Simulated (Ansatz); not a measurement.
```yaml
crystal:
  periodic: [false, false, false]
  atoms:
    - {symbol: Cl, position_ang: [-1.317147, -0.984683, -0.008598]}
    - {symbol: Ge, position_ang: [0.039178, 0.854089, 0.007172]}
    - {symbol: Si, position_ang: [1.561337, -0.966016, -0.007696]}
basis:
  gaussian: {orbitals: def2-TZVP}
magnetization: {spin_polarized: true, initial_magnetization: 1}
hamiltonian: {xc: pbe0}
relax: {f_tol: 0.004, max_steps: 80}
```

```sh
$ ansatz run in.yaml --threads 1 --pin off --events-out ev --progress --plain --max-ram 2176MiB
```

Steps of the relaxation (energy above the last step; positions in Å, forces in eV/Å):

```
3
step 1, 483.1 meV
Cl   -1.317   -0.985   -0.009    0.806   -0.147   -0.001
Ge    0.039    0.854    0.007   -0.191    0.517    0.004
Si    1.561   -0.966   -0.008   -0.614   -0.370   -0.003
```

```
3
step 2, 146.7 meV
Cl   -1.127   -1.028   -0.009    0.467   -0.457   -0.004
Ge    0.027    0.955    0.008    0.392    0.277    0.002
Si    1.383   -1.023   -0.008   -0.858    0.180    0.001
```

```
3
step 3, 58.2 meV
Cl   -0.969   -1.095   -0.009   -1.160   -0.467   -0.004
Ge    0.059    1.035    0.009    0.251    0.372    0.003
Si    1.194   -1.036   -0.008    0.909    0.096    0.001
```

```
3
step 6, 0.0 meV
Cl   -1.028   -1.117   -0.010    0.012    0.009    0.000
Ge    0.076    1.040    0.009   -0.014    0.010    0.000
Si    1.235   -1.020   -0.008    0.003   -0.018    0.000
```

```
3
step 8, 0.0 meV
Cl   -1.028   -1.116   -0.010    0.000    0.000    0.000
Ge    0.075    1.040    0.009    0.000    0.000    0.000
Si    1.236   -1.021   -0.008    0.000    0.000    0.000
```

Close pairs at the end: Cl1–Si3 2.265 Å, Ge2–Si3 2.365 Å, Cl1–Ge2 2.422 Å.

A stationary point of unrestricted PBE0 after 8 steps, with ⟨S²⟩ = 0.754 against 0.75 for a pure state; no frequencies were run, so it isn't proven a minimum. 75 s on 1 thread of Arm Neoverse V2, shared host.
